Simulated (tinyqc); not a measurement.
Pariser-Parr-Pople SCF with singles CI, for the molecule C=CC=C (SMILES; centres numbered as the heavy atoms are written), step by step. One step of it, computed by the program tinyqc.

Problem. Singles CI, singlets. Over the 4 single excitations with the smallest orbital gaps: A = (e_a - e_i) delta + 2 (ia|jb) - (ij|ab), with (pq|rs) = sum c_mp c_mq gamma_mn c_nr c_ns. f = 2/3 w |mu|^2 in atomic units, mu = sqrt2 sum c_ia sum_m c_mi c_ma R_m.

orbital energies (eV): -13.438249  -10.387120  -0.802880  2.248249

coefficients:
```
,MO1,MO2,MO3,MO4
1C,0.406108,0.578858,0.578858,-0.406108
2C,0.578858,0.406108,-0.406108,0.578858
3C,0.578858,-0.406108,-0.406108,-0.578858
4C,0.406108,-0.578858,0.578858,0.406108
```

repulsion gamma_rs (eV), lower triangle:
```
,1C,2C,3C,4C
1C,11.130000
2C,7.551966,11.130000
3C,5.239207,7.555018,11.130000
4C,3.669516,5.239207,7.551966,11.130000
```

Centres (angstrom, eV; a flat drawing with bonds scaled to 1.40 angstrom):
```
centre,x,y,core charge z,W,gamma_rr
1C,-1.848000,-0.127000,1,11.160000,11.130000
2C,-0.559000,0.421000,1,11.160000,11.130000
3C,0.559000,-0.421000,1,11.160000,11.130000
4C,1.848000,0.127000,1,11.160000,11.130000
```

Give: singlet CI matrix; singlet excitation energies; oscillator strengths.

Solution.

singlet CI matrix (eV), lower triangle:
```
,2>3,1>3,2>4,1>4
2>3,5.1341
1>3,0.0000,7.1132
2>4,0.0000,-0.0158,7.1132
1>4,0.5818,0.0000,0.0000,9.2530
```

singlet excitation energies (eV): 5.0535  7.0973  7.1290  9.3336

oscillator strengths: 1.0871  0.0000  0.0000  0.1502
